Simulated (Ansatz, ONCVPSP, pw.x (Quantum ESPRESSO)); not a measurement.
## pw.x on fcc W: one setting changed

Potential: optimised norm-conserving Vanderbilt (ONCV), ONCVPSP 4.0.1.1 (patched build), LDA (Perdew-Wang 92); core [Kr] 4d10 4f14, reference 5s2 5p6 5d4 6s1.5 6p0.5; waves: 5s+6s: rc 2.00 bohr, ncon 4, nbas 8, qcut 7.4 1/bohr, 2 projectors; 5p+6p: rc 1.75 bohr, ncon 4, nbas 8, qcut 10.2 1/bohr, 2 projectors; 5d: rc 2.45 bohr, ncon 3, nbas 7, qcut 6.1 1/bohr, 2 projectors, debl 2.2 Ha; local part: polynomial inside 1.10 bohr (lpopt 5, dvloc0 6 Ha); core correction: none.

The reference run (k-mesh 14³, cutoffs 80/320 Ry, Fermi–Dirac 0.01 Ry, mixing_beta 0.4, conv_thr 1e-9, no spin) gives -4.24 GPa at 15.687 Å³/atom, where all-electron LAPW gives 0.24 GPa. This run, with its own iteration cap, changes nbnd to 6, a wrong or extreme entry chosen on purpose.

```
&control
  calculation='scf', prefix='x', pseudo_dir='./', outdir='./tmp', tstress=.true., disk_io='none'
/
&system
  ibrav=0, nat=1, ntyp=1, ecutwfc=80, ecutrho=320, nbnd=6,
  occupations='smearing', smearing='fd', degauss=0.01
/
&electrons
  conv_thr=1e-09, mixing_beta=0.4, electron_maxstep=70
/
ATOMIC_SPECIES
W 1.0 W.UPF
CELL_PARAMETERS angstrom
  0.00000000 1.98687235 1.98687235
  1.98687235 0.00000000 1.98687235
  1.98687235 1.98687235 0.00000000
ATOMIC_POSITIONS crystal
W 0.0000 0.0000 0.0000
K_POINTS automatic
14 14 14 0 0 0
```

```bash
pw.x < W.scf.in > W.scf.out
```

How does the run end?

It stops with "setup: too few bands". There must be at least as many bands as half the electrons, and more with smearing.

```
Error in routine setup (1):
     too few bands
```
